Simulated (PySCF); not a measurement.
**[NO2]− (nitrite): levels of theory compared**

We compute a comparison of 6 runs (B2PLYP/def2-TZVPPD, BLYP/def2-TZVPPD, M06-L/def2-TZVPPD, TPSS/def2-TZVPPD, r2SCAN/def2-TZVPPD, SCS-MP2/def2-TZVPPD) of [NO2]− (nitrite). The job is set up through a Python script.

The results are computed with PySCF 2.14.0.

1 further run of the same task is left out (set aside as unsound or not needed).

### 1 Starting point

The species is [NO2]− (3 atoms), meant as a singlet with charge -1. As SMILES, `O=N[O-]`. Geometry: relaxed at GFN2-xTB.

Bond lengths: O1–N2 1.272 Å, N2–O3 1.272 Å. Angles: O1–N2–O3 117.3°.

### 2 The energy at B2PLYP/def2-TZVPPD (run 1)

Input file job.py:

```python
from pyscf import gto, dft, mp

molecule = gto.M(
    atom='''
O        0.332300       1.015250       0.295330
N        0.330220      -0.248730       0.154080
O       -0.662520      -0.766520      -0.449410
''',
    spin=0,
    charge=-1,
    verbose=3,
    basis='def2-tzvppd',
    max_memory=1860,
)

ks = dft.RKS(molecule, xc='0.53*HF + 0.47*B88, 0.73*LYP')
ks.grids.level = 5
ks.conv_tol = 1e-10
ks.kernel()
if not ks.converged:
    ks = ks.newton().run(ks.mo_coeff, ks.mo_occ)

pt = mp.MP2(ks, frozen=3).run()
e_tot = ks.e_tot + 0.27 * pt.e_corr
print('PT2 part  %.8f' % (0.27 * pt.e_corr))
print('E(%s) = %.9f' % ('B2PLYP', e_tot))
```

Launch:

```bash
OMP_NUM_THREADS=1 python job.py
```

Output:

```text
converged SCF energy = -204.883449943695
E(RMP2) = -205.755914699112  E_corr = -0.872464755417519
E(SCS-RMP2) = -205.723794140119  E_corr = -0.840344196424782
PT2 part  -0.23556548
E(B2PLYP) = -205.119015428
```

It took 13 s on 1 thread of Arm Neoverse V2, shared host; peak memory 0.61 GiB.

### 3 The energy at BLYP/def2-TZVPPD (run 2)

Input file run.py:

```python
from pyscf import gto, dft

mol = gto.Mole()
mol.atom = [
    ('O', (0.332300, 1.015250, 0.295330)),
    ('N', (0.330220, -0.248730, 0.154080)),
    ('O', (-0.662520, -0.766520, -0.449410)),
]
mol.basis = 'def2-tzvppd'
mol.charge = -1
mol.max_memory = 1860
mol.verbose = 4
mol.build()

mf = dft.RKS(mol)
mf.xc = 'blyp'
mf.grids.level = 5
mf.conv_tol = 1e-10
mf.kernel()
if not mf.converged:
    mf = mf.newton().run(mf.mo_coeff, mf.mo_occ)

etot = mf.e_tot
print('E = %.10f Eh' % etot)
```

Launch:

```bash
OMP_NUM_THREADS=1 python run.py
```

Output:

```text
PySCF version 2.14.0

[... 75 lines left out ...]
converged SCF energy = -205.241637396048
E = -205.2416373960 Eh
```

Run time: 11 s. Hardware: 1 thread of Arm Neoverse V2, shared host; peak memory 0.61 GiB.

Runs 3 to 5 aren't shown in full; the table further down has their settings and results.

### 4 The energy at SCS-MP2/def2-TZVPPD (run 6)

Input file run.py:

```python
from pyscf import gto, mp

mol = gto.Mole()
mol.atom = [
    ('O', (0.332300, 1.015250, 0.295330)),
    ('N', (0.330220, -0.248730, 0.154080)),
    ('O', (-0.662520, -0.766520, -0.449410)),
]
mol.basis = 'def2-tzvppd'
mol.charge = -1
mol.max_memory = 1860
mol.verbose = 4
mol.spin = 0
mol.build()

calc0 = mol.RHF()
calc0.conv_tol = 1e-10
calc0.kernel()
if not calc0.converged:
    calc0 = calc0.newton().run(calc0.mo_coeff, calc0.mo_occ)

pt = mp.MP2(calc0, frozen=3).run()
e_final = calc0.e_tot + 1.2 * pt.e_corr_os + pt.e_corr_ss / 3
print(f'total energy: {e_final:.8f} hartree')
```

Launch:

```bash
OMP_NUM_THREADS=1 python run.py
```

Output:

```text
PySCF version 2.14.0

[... 61 lines left out ...]
converged SCF energy = -204.168274406367
[... 1 line left out ...]
******** <class 'pyscf.mp.mp2.RMP2'> ********
nocc = 9, nmo = 114
frozen orbitals 3
E(RMP2) = -204.866680807308  E_corr = -0.69840640094137
E(SCS-RMP2) = -204.843483559123  E_corr = -0.675209152756119
E_corr(same-spin) = -0.187936763507913
E_corr(oppo-spin) = -0.510469637433457
total energy: -204.84348356 hartree
```

It took 3.3 s on 1 thread of Arm Neoverse V2, shared host; peak memory 0.35 GiB.

### 5 Overview of the runs

```csv
run,level,frozen core orbitals,integration grid,energy (Eh),HOMO energy (eV),LUMO energy (eV),HOMO–LUMO gap (eV),wall time
1,B2PLYP/def2-TZVPPD,3,5,-205.119015,-1.80,5.82,7.62,13 s
2,BLYP/def2-TZVPPD,–,5,-205.241637,1.28,4.07,2.79,11 s
3,M06-L/def2-TZVPPD,–,5,-205.207909,1.39,4.52,3.13,30 s
4,TPSS/def2-TZVPPD,–,5,-205.278130,1.25,4.23,2.98,27 s
5,r2SCAN/def2-TZVPPD,–,5,-205.148040,1.11,4.28,3.18,26 s
6,SCS-MP2/def2-TZVPPD,3,–,-204.843484,-4.37,6.51,10.88,3.3 s
```

### 6 Results

```
                                                    quantity          value
                                         run 6: total energy  -204.84348 Eh
                  run 6: HOMO energy (Hartree–Fock orbitals)       -4.37 eV
                  run 6: LUMO energy (Hartree–Fock orbitals)        6.51 eV
run 6: HOMO–LUMO gap (to an unbound level, set by the basis)       10.88 eV
          run 6: correlation energy (3 core orbitals frozen)     -675.2 mEh
```

In words: Over runs 1, 2, 3, 4, 5 the HOMO–LUMO gap runs from 2.79 eV (BLYP/def2-TZVPPD) to 7.62 eV (B2PLYP/def2-TZVPPD). The empty levels of an anion lie above zero and hang on the basis. A double hybrid's value is that of its SCF part. Totals of different functionals can't be ranked against each other. In runs 2, 3, 4, 5 the HOMO lies above zero, so the outermost electron may be held by the basis alone. All runs together took 1.8 min, the longest 30 s.
